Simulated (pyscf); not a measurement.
H₂Se + silylene (SiH₂) [singlet] → H₂Si=Se + hydrogen (H₂), a concerted two-bond exchange (singlet surface; H–Se, H–Se broken, Se–Si, H–H formed). Optimised with ωB97X-D3(BJ)/def2-SVP in PySCF. Energies in kcal/mol from the separated reactants.

Small-basis levels: PySCF, no dispersion term, spherical d functions. 

Q: Quick B3LYP/LANL2DZ single points give ΔE‡ = 26.1 kcal/mol and ΔE = -35.3 kcal/mol. What does ωB97M-D3(BJ)/def2-TZVP give, and how far is the quick result from it?

A: ωB97M-D3(BJ)/def2-TZVP gives ΔE‡ = 20.9 kcal/mol and ΔE = -38.8 kcal/mol. B3LYP/LANL2DZ lies 5.2 kcal/mol over it in the barrier and 3.5 kcal/mol over it in the reaction energy, so on this step it does not hold to within 3.0 kcal/mol. ωB97M-D3(BJ)/def2-TZVP has limits of its own. On the reactant side the descent ends in an adduct with a Se–Si contact, 23.2 kcal/mol under the separated species and 39.2 kcal/mol under the saddle at ωB97X-D3(BJ)/def2-TZVP. What is counted as formed (Se–Si) is already present as a longer contact in the reactant adduct; forming that adduct is a step of its own. At ωB97X-D3(BJ)/def2-TZVP the barrier from the zero used here is 16.1 kcal/mol. One saddle was located; it need not be the lowest between these sides. In the def2 sets elements up to Kr have no core potential.
